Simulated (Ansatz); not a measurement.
## Scan of [OH···H···GeH3], doublet

Starting geometry:

```tsv
atom	x (Å)	y (Å)	z (Å)
O	-2.6179	-0.0100	0.0000
H	-2.8672	0.9166	0.0000
H	-1.6584	-0.0100	0.0000
Ge	0.5951	-0.0100	0.0000
H	1.0638	-1.4759	0.0000
H	1.0638	0.7230	-1.2695
H	1.0638	0.7230	1.2695
```

From there atom H3 is moved from one fragment to the other while all else, the fragments' distance too, stays fixed, so the hump isn't the reaction's barrier; atoms are numbered as listed. Energies are in kcal/mol, counted from the starting geometry at the same level.

Basis cc-pVDZ; Ansatz 0.2.0. Only valence electrons are correlated (noble-gas cores and the filled d shells of p-block atoms frozen). Prefix R: restricted or restricted open-shell reference; prefix U: unrestricted. No spin–orbit coupling is included, and no scalar relativity.

For open shells CISD is restricted-active-space CI with the open shells as a complete middle space.

Full CI isn't at hand for all of this; UCCSDT(Q) serves as the reference, and is uncertain by the last step of the cluster series or more. The frozen core follows each run's orbitals, which can shift R against U totals by a few meV for light atoms and by up to 0.1 eV past Ca.

```
distance O1-H3 (Å)  UCCSDT(Q)  error UHF  error UMP2  error CISD  error UCCSD  error BCCD(T)  error RCCSDT
             0.960        0.0        0.0         0.0         0.0          0.0            0.0           0.0
             1.063        4.3        2.9         0.4         1.1          0.3            0.1           0.0
             1.270       23.1        5.2         5.1         3.8          1.1            0.2           0.1
             1.476       31.0       -3.9         7.6         3.1          0.5            0.1          -0.1
             1.683       29.7      -11.4         5.9        -1.1         -0.4           -0.1          -0.2
```

Errors are those of relative energies. In total energy the starting point itself misses UCCSDT(Q) by: UHF 212.6, UMP2 26.1, CISD 22.9, UCCSD 4.4, BCCD(T) 0.9, RCCSDT 0.4 kcal/mol.

Spread of the error over the points with a reference, to 1.683 Å (largest less smallest): RCCSDT 0.3, BCCD(T) 0.3, UCCSD 1.5, CISD 4.8, UMP2 7.6, UHF 16.6 kcal/mol.
